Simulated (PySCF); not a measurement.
Work out the structure from these simulated measurements.

Formula: F2H2Si.

| Property | Result |
| --- | --- |
| 1H NMR | chemical shifts (computed TMS as zero) by class: 5.09 (2 H) ppm [GIAO KT3/pcSseg-2] |
| Dipole | 1.64 D [KT3/pcSseg-2] |
| Rotational structure | rotational constants A, B, C: 23.825, 7.481, 6.125 GHz [PBE0-D3(BJ)/def2-SVP] |
| NMR, other nuclei | isotropic shieldings of nuclei other than C and H, by class: 321 (2 F), 383 (1 Si) ppm [GIAO KT3/pcSseg-2] |
| XPS | Si2p3/2 109.6, F1s 693.2 (×2), Si1s 1849.8 eV [ΔSCF SCAN, pcX-2 on the ionised atom, pcseg-1 elsewhere, spin-free X2C, 2p3/2 from a spin–orbit splitting computed afterwards within the 2p shell] |

Electronic properties: PySCF, gas phase, density fitting. Levels stand in brackets. Isolated species at its PBE0-D3(BJ)/def2-SVP geometry, gas phase. NMR classes are plain means over equivalent atoms (diastereotopic ones count apart unless rotation or inversion swaps them), as if these changed places fast.

Problem. Give a SMILES that accounts for the data.

Solution. Numbering: `[F:1][SiH2:2][F:3]`. Its formula, F2H2Si, gives 0 degrees of unsaturation, so no ring and no π bond. All hydrogens form one class (5.09 ppm): Si–H hydrogen. The other shieldings belong to: 321 ppm, silicon-bound fluorine [F1/F3]; 383 ppm, fluorine-bound silicon [Si2]. The core levels belong to: Si2p3/2 109.6 eV, fluorine-bound silicon [Si2]; F1s 693.2 eV, silicon-bound fluorine [F1/F3]; Si1s 1849.8 eV, fluorine-bound silicon [Si2]. The optimised geometry has point group C2v and is an asymmetric top. Structure: difluorosilane (`F[SiH2]F`). The assignments are read from this structure; whether some other isomer fits the data as well wasn't checked.
